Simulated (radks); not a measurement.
# O²⁺ in [He] 2s2 2p1 3d1: an all-electron calculation

One table from this session's results is given with a row withheld; the runs are named, their logs left out.

Method: scalar-relativistic Kohn-Sham, AM05, spin-polarised, spherical densities, point nucleus; open shells are filled with parallel spins first. Code: radks (a radial shooting solver on a logarithmic mesh, Libxc functionals) version 1.

**The atom as given**

```
element       : oxygen (Z = 8)
charge        : +2
electrons     : 6
configuration : [He] 2s2 2p1 3d1
```

Outer shells as boxes (Hund's rule):

O²⁺
```
[He] core
2s [↑↓]
2p [↑ ][  ][  ]
3d [↑ ][  ][  ][  ][  ]
```

The first run:

Settings of this run:

```text
Z 8
configuration [He] 2s2 2p1 3d1
relativity scalar-relativistic
functional am05,am05
spin polarised
nucleus point
c 137.035999084
```

Launch:

```sh
> python run_ks.py task.json out
```

All runs below come from this command, one after another.

One of the session's tables, all rows but one given; the rest of the session is left out.

It belongs to the step «Orbitals and density». From the orbitals of this run (lengths in bohr):

| level | <r> | outermost maximum (interpolated) | 90 % within |
| --- | --- | --- | --- |
| 1s up | 0.2000 | 0.130 | 0.358 |
| 1s down | 0.1995 | 0.130 | 0.357 |
| 2s up | 0.9818 | 0.809 | 1.53 |
| 2s down | 0.9917 | 0.815 | 1.54 |
| 2p up | 0.9236 | 0.703 | 1.52 |
| 2p down | 0.9391 | 0.714 | 1.55 |
| 3d up | ? | ? | ? |

Q: Estimate the row for 3d up from the others.

As computed: <r>: 3.113; outermost maximum (interpolated): 2.66; 90 % within: 4.79. In the column «<r>» it is the highest.
